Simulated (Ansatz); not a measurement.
`CN[SiH3]` → SiH₄ + `C=N` at 400 K and 1 bar (β-hydride elimination).

Isolated molecules relaxed with PBE0-D4/def2-TZVP in Ansatz; ΔE leaves out vibrations. CCSD(T)/CBS is the MP2 limit (def2-TZVPP, def2-QZVPP) plus CCSD(T) − MP2 in def2-TZVPP, frozen cores. This one scheme is used for every species.

```
   species  CCSD(T)/CBS energy (Eh)  H − E (kJ/mol)  S (J/(mol·K))
`CN[SiH3]`               -386.04948           233.7          327.3
      SiH₄               -291.46306            96.9          218.6
     `C=N`                -94.52360           119.4          238.9
```

H − E and S are ideal-gas, rigid-rotor, harmonic terms from PBE0-D4/def2-TZVP, for one conformer and one mirror image of each species. 1 Eh = 2625.50 kJ/mol, R = 8.31446 J/(mol·K).

Q: By hand: ΔE, ΔH, ΔS and ΔG.

A: ΔE = (-291.46306) + (-94.52360) − (-386.04948) = 0.06282 Eh = 164.9 kJ/mol. Δ(H − E) = 96.9 + 119.4 − 233.7 = -17.4, so ΔH = 147.5 kJ/mol. ΔS = 218.6 + 238.9 − 327.3 = 130.2 J/(mol·K). ΔG = 147.5 − 400 × (130.2)/1000 = 95.4 kJ/mol.

Q: By hand: the equilibrium constant, and the temperature at which ΔG would vanish if ΔH and ΔS stayed fixed.

A: log₁₀ K = −ΔG/(RT ln 10) = -12.5. ΔG = 0 at ΔH/ΔS = 1133 K.

The number of gas molecules changes by +1, which sets the sign of ΔS. A doubt of 5 kJ/mol in ΔE shifts log₁₀ K by 0.7 here. Other conformers and mirror images would add mixing entropy, several J/(mol·K) or more a flexible species. These are equilibria of isolated gas molecules and say nothing of rates. Largest T1 diagnostic: 0.012 (customary marks: 0.02 for closed shells, 0.045 for open ones).
